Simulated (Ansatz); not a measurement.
Ideal-gas functions of `[CH2]OCF` radical at 500 K and 1 bar, from an Ansatz frequency run at PBE0-D4/def2-TZVP.

Molar mass 63.05 g/mol, point group C1 (symmetry number 1), electronic degeneracy 2, moments of inertia 25.267, 86.268, 100.79 u Å². Harmonic wavenumbers (cm⁻¹, unscaled): 131, 235, 392, 563, 571, 1030, 1056, 1128, 1225, 1282, 1318, 1438, 1478, 1519, 3047, 3144, 3160, 3305.

Use S(trans) = R[1.5 ln M + 2.5 ln T − 1.1517]; rotational temperatures θ = 24.2544 K / I; S(rot) = R[ln(√π/σ · √(T³/θAθBθC)) + 1.5]; for each mode x = 1.438777 ν̃/T, S = R[x/(eˣ − 1) − ln(1 − e⁻ˣ)] and H = RT x/(eˣ − 1); 1 cm⁻¹ = 0.0119627 kJ/mol; R = 8.31446 J/(mol·K).

Question: By hand: the entropy, in J/(mol·K).

Answer: Translation 171.3. Rotation: θ = 0.9599, 0.2812, 0.2406 K, giving 106.1. Vibration, mode by mode: 16.48, 11.72, 7.74, 5.16, 5.06, 1.78, 1.68, 1.42, 1.14, 1.00, 0.92, 0.69, 0.63, 0.57, 0.01, 0.01, 0.01, 0.01, in all 56.0. Electronic 5.8. Sum 339.2 J/(mol·K).

Question: By hand: H − E and G − E in kJ/mol, counted from the electronic energy.

Answer: Zero-point energy ½ × 26022 × 0.0119627 = 155.6; thermal vibration 15.7; translation, rotation and pV give 4 RT = 16.6. H − E = 187.9 kJ/mol, and G − E = 187.9 − 500 × 339.2/1000 = 18.3 kJ/mol.

Vibration gives 17 % of the entropy, 16.5 J/(mol·K) of it from the mode under 150 cm⁻¹: soft modes count most, and the harmonic formula is weakest for them. The sum counts one conformer and one mirror image; others add a mixing term.
